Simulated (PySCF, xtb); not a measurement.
carbonyl sulfide (COS), SMILES O=C=S.

Harmonic wavenumbers (cm⁻¹) from xtb with GFN2-xTB at its own minimum, in rising order: 430, 430, 952, 2196.

Problem. What does PBE-D3(BJ)/def2-TZVP (PySCF) give at its own minimum? (Estimate from the structure and the level; the computed values follow.)

Solution. 509, 509, 868, 2065. Paired by order, the mean absolute difference is 93 cm⁻¹ and the zero-point energies are 5.7 and 5.6 kcal/mol.
